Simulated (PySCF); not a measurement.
# A diatomic session: ClF+

The task here is to estimate one member of a computed series from the others.

The runs use PySCF 2.14.0; Cl STO-3G, F STO-3G, no relativity.

The first run:

A driver script around PySCF takes these settings:

```yaml
atoms: Cl, F
charge: 1
basis: Cl STO-3G, F STO-3G
Hamiltonian: no relativity
basis_functions: 14
electrons_treated: 25
masses_in_u: 34.9689, 18.9984
levels: PBE0, PBE, r²SCAN, B2PLYP, BLYP, B97-3, HF, MP2, SCS-MP2, CCSD, CCSD(T)
grid: 80 radial by 434 angular points
occupations: held fixed by the projection of orbital angular momentum
dissociation_limit: Cl+ + F, each in its ground configuration
starting_distance_in_angstrom: 1.685
values_of_2S_to_try: 1, 3
```

Run with:

```sh
OMP_NUM_THREADS=1 python dia.py task.json out
```

Among the steps run: Set-up; The PBE0 curve of the state that the search chose; Excited determinants; PBE (GGA); r²SCAN; B2PLYP (double hybrid); BLYP (GGA); B97-3 (global hybrid GGA); ROHF (mean field); Correlated methods on the Hartree–Fock reference.

One of the session's tables, all rows but one given; the rest of the session is left out.

Energy (eV) from each level's lowest point:

```
R (Å)   ROHF  ROHF-MP2  ROHF-SCS-MP2  ROHF-CCSD  ROHF-CCSD(T)
1.446  0.983     1.871         1.812        n/a           n/a
1.514  0.299     0.967         0.927      0.918         0.945
1.581  0.012     0.385         0.355      0.347         0.365
1.631  0.000     0.150         0.129      0.113         0.125
1.682  0.121     0.032         0.021      0.007         0.013
1.732  0.346     0.000         0.000      0.000         0.000
1.800      ?         ?             ?          ?             ?
1.884  1.409     0.185         0.222      0.361         0.344
1.985  2.280     0.376         0.440      0.767         0.743
2.119  3.472     0.544         0.649        n/a           n/a
```

**Question.** Estimate the row for R (Å) = 1.800.

Worked estimate for «ROHF». A straight line through the neighbours (1.732, 0.346) and (1.884, 1.409) gives 0.346 + (1.409 − 0.346) × (1.800 − 1.732) / (1.884 − 1.732) = 0.822; a parabola fitted to 4 rows on both sides gives 0.782.

The run gave: ROHF: 0.763; ROHF-MP2: 0.047; ROHF-SCS-MP2: 0.063; ROHF-CCSD: 0.105; ROHF-CCSD(T): 0.098. In «ROHF» the line misses by +0.059 and the parabola by +0.019.

Caveats from the session: Lowest PBE0 solution found, without spin–orbit coupling: ²Π (doublet), unpaired electrons π ↑. Warnings in the runs' records: inverted.
